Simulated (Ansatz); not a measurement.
Si–BH$_{2}$, quartet: vertical spin and charge gaps

Geometry (PBE0/def2-TZVP stationary point for this spin, not checked as a minimum):

```xyz
4

Si    0.0000    0.0000    0.6500
B     0.0000    0.0000   -1.3428
H     0.0000   -1.0760   -1.8539
H     0.0000    1.0760   -1.8539
```

Basis cc-pVTZ; Ansatz 0.2.0. Only valence electrons are correlated (noble-gas cores frozen). R marks a restricted (for open shells ROHF) determinant, U an unrestricted one. Active spaces: valence = (9e, 10o) chosen from the atoms' valence shells.

Gaps are energies of the second state less the first, at fixed atoms, for a selection of the levels run; each method lands on the state that its own search finds for that charge and spin.

Q: PBE gives 7.708 eV for removing an electron, to the triplet. Estimate what UCCSDT(Q) gives in cc-pVTZ.

A: UCCSDT(Q) in cc-pVTZ gives 7.761 eV, so against it PBE is off by -0.053 eV.

| level | gap (eV) | error (meV) |
| --- | --- | --- |
| RHF | 7.337 | -424 |
| UHF | 7.235 | -526 |
| RCCSD(T) | 7.756 | -5 |
| RCCSDT | 7.757 | -4 |
| CASSCF (valence space) | 7.037 | -724 |
| NEVPT2 (valence space) | 7.526 | -235 |
| MRCISD (valence space) | 7.636 | -125 |
| MRCISD+Q (valence space) | 7.723 | -38 |
| r2SCAN | 7.818 | 57 |
| PBE0 | 7.773 | 12 |

Removing an electron, to the quintet: 12.860 eV at UCCSDT(Q).

| level | gap (eV) | error (meV) |
| --- | --- | --- |
| RHF | 11.298 | -1562 |
| UHF | 11.256 | -1604 |
| RMP2 | 12.678 | -182 |
| UMP2 | 12.670 | -190 |
| RCCSD | 12.744 | -116 |
| UCCSD | 12.742 | -118 |
| RCCSD(T) | 12.852 | -8 |
| UCCSD(T) | 12.850 | -10 |
| BCCD(T) | 12.852 | -8 |
| RCCSDT | 12.853 | -7 |
| UCCSDT | 12.852 | -8 |
| RCCSDT(Q) | 12.862 | 2 |
| CASSCF (valence space) | 11.773 | -1087 |
| NEVPT2 (valence space) | 12.568 | -292 |
| MRCISD (valence space) | 12.727 | -133 |
| MRCISD+Q (valence space) | 12.847 | -13 |
| r2SCAN | 12.480 | -380 |

Doublet less quartet: -1.071 eV at UCCSDT(Q).

```tsv
level	gap (eV)	error (meV)
UMP2	-0.983	88
UCCSD	-1.095	-24
RCCSD(T)	-1.081	-10
RCCSDT(Q)	-1.072	-1
CASSCF (valence space)	-0.950	121
MRCISD (valence space)	-1.074	-3
PBE0	-1.024	47
B3LYP	-1.236	-165
B2PLYP	-1.177	-106
RPA-PBE	-1.164	-93
```

Sextet less quartet: 6.476 eV at UCCSDT(Q).

```csv
level,gap (eV),error (meV)
RMP2,6.311,-165
RCCSD,6.383,-93
RCCSDT,6.471,-5
UCCSDT,6.468,-8
RCCSDT(Q),6.479,3
MRCISD (valence space),6.452,-24
MRCISD+Q (valence space),6.497,21
PBE,6.357,-119
r2SCAN,5.991,-485
B2PLYP,6.693,217
```

Full CI isn't at hand for all of this; UCCSDT(Q) serves as the reference, and is uncertain by about the last step of the cluster series. The frozen core follows each run's orbitals, which can shift R against U totals by a few meV.
